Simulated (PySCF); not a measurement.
Species: 1-chloro-1-fluoroallene, C3H2ClF.
SMILES with atom numbers: `[CH2:1]=[C:2]=[C:3]([F:4])[Cl:5]` (hydrogens: H6, H7 on C1)

Method: TDDFT B3LYP/def2-SVPD, vertical, gas phase, core orbitals frozen in the response in PySCF. Geometry: PBE0-D3(BJ)/def2-SVP; no solvent, vibrations or thermal averaging.

Frontier orbitals with the atoms that hold most of them (Löwdin shares over 4%, at most four atoms; ? is withheld):

```json
{"orbital": "HOMO-3", "ε (eV)": "-10.09", "atoms": "Cl5 64%, C3 15%, F4 14%, C2 4%"}
{"orbital": "HOMO-2", "ε (eV)": "-9.63", "atoms": "Cl5 70%, C3 10%, C2 8%, F4 6%"}
{"orbital": "HOMO-1", "ε (eV)": "-8.44", "atoms": "?"}
{"orbital": "HOMO", "ε (eV)": "-7.25", "atoms": "?"}
{"orbital": "LUMO", "ε (eV)": "-1.48", "atoms": "C1 32%, C2 28%, Cl5 15%, C3 11%"}
{"orbital": "LUMO+1", "ε (eV)": "-0.27", "atoms": "C3 31%, C2 26%, C1 14%, Cl5 10%"}
{"orbital": "LUMO+2", "ε (eV)": "0.35", "atoms": "C1 25%, Cl5 21%, C2 17%, C3 16%"}
```

**Question.** Give the leading atoms of the HOMO-1.

**Answer.** C1 (bonded to C and 2 H) 35%; C2 (bonded to 2 C) 35%; Cl5 (bonded to C) 18%. By element: carbon 70% or more, chlorine 18%.

**Question.** Which atoms hold the HOMO, and with what shares?

**Answer.** C2 (bonded to 2 C) 30%; C3 (bonded to C, Cl and F) 26%; Cl5 (bonded to C) 22%; F4 (bonded to C) 9%. By element: carbon 56% or more, chlorine 22%, fluorine 9%.

**Question.** How does S1 compare with the orbital gap of 5.77 eV?

**Answer.** S1 is at 4.34 eV (f = 0.0002), 1.43 eV below the gap, made of HOMO→LUMO (99%). 

**Question.** One configuration dominates each of S1 and S4. Which, and how do the shares of the two leading atoms of either orbital change from the occupied to the empty one?

**Answer.** 
- S1 (4.34 eV, f 0.0002), HOMO→LUMO (99%): C2 30% → 28%, C3 26% → 11%, C1 at most 9% → 32%
- S4 (6.67 eV, f 0.0000), HOMO-1→LUMO+1 (94%): C1 35% → 14%, C2 35% → 26%, C3 at most 4% → 31%

Löwdin shares depend on the basis, the more so with diffuse functions.
